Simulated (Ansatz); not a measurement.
in.yaml

```yaml
crystal:
  periodic: [false, false, false]
  atoms:
    - {symbol: B, position_ang: [0.000000, -0.926286, 1.954475]}
    - {symbol: Si, position_ang: [0.000000, 0.557870, 0.746812]}
    - {symbol: Cl, position_ang: [0.000000, -0.159478, -1.187612]}
basis:
  gaussian: {orbitals: def2-SVP}
total_charge: 1
magnetization: {spin_polarized: true, initial_magnetization: 1}
correlation: {method: bccd_t, electrons: outside_noble_gas}
```

```sh
$ ansatz run in.yaml --threads 1 --pin off --events-out ev --progress --plain --max-ram 2393MiB
```

(1) Roughly how long does this take on 1 thread of Intel Xeon, shared host, and how much host memory?

```
469 factors; integrals over basis functions are off by at most 1.1e-3 eV
mean field evaluation 1: about -21015.0939 eV, gradient 1.8e1 eV
mean field evaluation 2: about -21015.1088 eV, gradient 1.8e1 eV
mean field evaluation 4: about -21017.8842 eV, gradient 1.8e0 eV
mean field evaluation 8: about -21018.0447 eV, gradient 7.7e-1 eV
mean field evaluation 16: about -21018.0709 eV, gradient 5.6e-2 eV
mean field evaluation 32: about -21018.0729 eV, gradient 3.3e-4 eV
mean field evaluation 64: about -21017.9936 eV, gradient 7.7e-1 eV
mean field evaluation 96: about -21018.3213 eV, gradient 1.7e0 eV
mean field evaluation 128: about -21014.2289 eV, gradient 1.5e1 eV
mean field evaluation 160: about -21019.0350 eV, gradient 1.0e0 eV
...
cycle  14  -7.12031977 eV  change   -2.3e-4 eV  update   1.9e-4
cycle  15  -7.12007678 eV  change    2.4e-4 eV  update   1.0e-4
cycle  16  -7.12002111 eV  change    5.6e-5 eV  update   7.0e-5
cycle  17  -7.12007542 eV  change   -5.4e-5 eV  update   4.1e-5
cycle  18  -7.12007528 eV  change    1.3e-7 eV  update   2.7e-5
cycle  19  -7.12005435 eV  change    2.1e-5 eV  update   1.5e-5
cycle  20  -7.12005382 eV  change    5.3e-7 eV  update   1.1e-5
cycle  21  -7.12005584 eV  change   -2.0e-6 eV  update   8.3e-6
cycle  22  -7.12005942 eV  change   -3.6e-6 eV  update   4.8e-6
cycle  23  -7.12006231 eV  change   -2.9e-6 eV  update   3.1e-6
perturbative correction -0.42575222 eV, -0.0156461055 hartree
Total energy: -21026.86630416 eV, -772.7230841561 hartree
```

## Answers

(1) 67 s wall and 0.16 GiB.
